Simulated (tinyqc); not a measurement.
Worked calculation: geometry optimisation on the RHF/sto-3g surface (energies and gradients from PySCF), for H2F+, spin multiplicity 1. Computed by tinyqc, a small Python program that keeps every step (integrals from PySCF). Settings: charge = 1, multiplicity = 1, basis = sto-3g, optimiser = bfgs, first Hessian = 0.15, largest step = 0.5, iteration cap = 30. Command: `OMP_NUM_THREADS=1 python tinyqc.py 30187 30188 out.jsonl` (the two numbers bound the seeds that draw the settings). One thread of a shared host (Intel(R) Xeon(R) Processor @ 2.60GHz), about 0.6 s of CPU time with the checks.

## Step 1: energy and gradient

positions at the start (bohr), order 1F, 2H, 3H:
$$\begin{pmatrix}
-0.045353 & -0.024566 & -0.007559 \\
-0.030236 & 1.559024 & 1.101710 \\
-0.043464 & -1.557134 & 1.046908
\end{pmatrix}$$

Self-consistent energy and analytic gradient at these positions.

energy = -98.86146412 hartree

gradient (hartree/bohr), order 1F, 2H, 3H:
$$\begin{pmatrix}
-0.00042194 & -0.03152727 & -0.03766568 \\
0.00039790 & 0.04034609 & 0.02990243 \\
0.00002404 & -0.00881882 & 0.00776325
\end{pmatrix}$$

## Step 1: move

Quasi-Newton step p = -H^(-1) g (first H = 0.15 times the unit matrix); steps longer than 0.5 bohr are cut back.

positions after step 1 (bohr), order 1F, 2H, 3H:
$$\begin{pmatrix}
-0.042540 & 0.185615 & 0.243546 \\
-0.032888 & 1.290050 & 0.902361 \\
-0.043624 & -1.498342 & 0.995153
\end{pmatrix}$$

## Step 2: energy and gradient

As before.

energy = -98.67055341 hartree

gradient (hartree/bohr), order 1F, 2H, 3H:
$$\begin{pmatrix}
0.00744286 & 0.84786862 & 0.51001280 \\
-0.00735899 & -0.82947459 & -0.50894395 \\
-0.00008387 & -0.01839403 & -0.00106886
\end{pmatrix}$$

## Step 2: move

inverse Hessian in use (bohr^2/hartree):
```
           1          2          3          4          5          6          7          8
1   6.666488  -0.021587  -0.011579   0.000178   0.020404   0.012132   0.000001   0.001183
2  -0.021587   4.437756  -1.601031   0.021075   2.312818   1.490724   0.000512  -0.083907
3  -0.011579  -1.601031   6.022508   0.011777   1.404254   0.773844  -0.000198   0.196777
4   0.000178   0.021075   0.011777   6.666490  -0.020161  -0.012122  -0.000001  -0.000915
5   0.020404   2.312818   1.404254  -0.020161   4.397398  -1.395953  -0.000243  -0.043549
6   0.012132   1.490724   0.773844  -0.012122  -1.395953   5.843961  -0.000010  -0.094771
7   0.000001   0.000512  -0.000198  -0.000001  -0.000243  -0.000010   6.666667  -0.000268
8   0.001183  -0.083907   0.196777  -0.000915  -0.043549  -0.094771  -0.000268   6.794123
9  -0.000554   0.110308  -0.129685   0.000345  -0.008301   0.048862   0.000208  -0.102007

           9
1  -0.000554
2   0.110308
3  -0.129685
4   0.000345
5  -0.008301
6   0.048862
7   0.000208
8  -0.102007
9   6.747490
```

Quasi-Newton step p = -H^(-1) g (the inverse Hessian comes from BFGS updates; coordinates in the order x, y, z of each atom); steps longer than 0.5 bohr are cut back.

positions after step 2 (bohr), order 1F, 2H, 3H:
$$\begin{pmatrix}
-0.044829 & -0.084463 & 0.091743 \\
-0.030615 & 1.548855 & 1.058224 \\
-0.043609 & -1.487068 & 0.991093
\end{pmatrix}$$

## Convergence

Stop when the largest gradient component is below 3e-5 hartree/bohr. The inverse Hessian follows the BFGS update with s = step, y = change of gradient.

Course of the optimisation:
```
step   E (hartree)  largest gradient (hartree/bohr)
1     -98.86146412                         4.03e-02
2     -98.67055341                         8.48e-01
3     -98.85110936                         1.53e-01
4     -98.80897438                         1.52e-01
5     -98.85632186                         6.64e-02
6     -98.83989671                         1.88e-01
7     -98.86313310                         2.66e-02
8     -98.86397426                         9.98e-03
9     -98.86410170                         3.21e-03
10    -98.86410573                         1.74e-03
11    -98.86410758                         8.51e-05
12    -98.86410759                         8.04e-06
```

Final distances (angstrom):
```
pair   distance
2H-1F  0.973399
3H-1F  0.973402
3H-2H  1.613923
```

Converged in 12 steps.
